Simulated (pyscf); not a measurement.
Thermochemistry of product channels of `[SiH2]` [singlet] + `[CH4]` on the singlet surface, in kcal/mol, from ωB97M-D3(BJ)/def2-TZVP energies (ideal gas, 1 atm, RRHO with modes under 100 cm⁻¹ raised to 100, one conformer, R ln 2 for rigid chiral ones). Structures and frequencies: ωB97X-D3(BJ)/def2-SVP in PySCF.

```tsv
products	ΔE	ΔH(298 K)	ΔG(600 K)	ΔG(900 K)
`[SiH4]` + `[CH2]` [singlet]	+69.8	+64.7	+64.4	+63.8
`[CH3][SiH3]`	-53.4	-52.0	-32.1	-22.6
`[CH2]=[SiH2]` + `[H][H]`	(withheld)	+2.6	+4.8	+4.9
`[CH3][SiH]` [singlet] + `[H][H]`	(withheld)	+3.8	+3.7	(withheld)
```

Q: Complete the blanks.

A: 
- `[CH2]=[SiH2]` + `[H][H]`, ΔE: +6.3
- `[CH3][SiH]` [singlet] + `[H][H]`, ΔE: +6.3
- `[CH3][SiH]` [singlet] + `[H][H]`, ΔG(900 K): +2.8

These are energies of the channels, which say nothing of barriers. CH₂ [singlet] is an excited spin state, 8.9 kcal/mol over the triplet at ωB97X-D3(BJ). A restricted singlet here is unstable towards spin polarisation, as is usual where a triplet lies low; its energy is less safe.
